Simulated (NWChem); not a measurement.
**Correlation energy of N**

```xyz
1

N      0.0000     0.0000     0.0000
```
Charge 0, spin multiplicity 4.

The numbers come from NWChem runs, not from measurements.

Basis set: cc-pVQZ. Each correlation energy counts from its own Hartree-Fock reference.

The correlated methods keep 1 core orbital frozen. The stability of the SCF solutions was not checked. Open-shell Hartree-Fock references start from PBE0 orbitals. Coupled-cluster values serve here as a point of comparison, not as the truth.

```json
[
 {"method": "CCSD(T) on UHF", "correlation energy (mHa)": "-121.1"},
 {"method": "CCSD[T] on ROHF", "correlation energy (mHa)": "-124.7"},
 {"method": "CCSD on UHF", "correlation energy (mHa)": "(withheld)"},
 {"method": "SCS-UMP2", "correlation energy (mHa)": "(withheld)"},
 {"method": "UMP2", "correlation energy (mHa)": "-103.9"},
 {"method": "URI-MP2", "correlation energy (mHa)": "-103.9"},
 {"method": "CCSD(T) on ROHF", "correlation energy (mHa)": "-124.7"},
 {"method": "CCSD on ROHF", "correlation energy (mHa)": "(withheld)"},
 {"method": "CCSD[T] on UHF", "correlation energy (mHa)": "-121.1"}
]
```

Problem. Some entries are withheld; supply them.

Solution. 
- CCSD on UHF, correlation energy (mHa): -118.3
- SCS-UMP2, correlation energy (mHa): -97.6
- CCSD on ROHF, correlation energy (mHa): -121.6
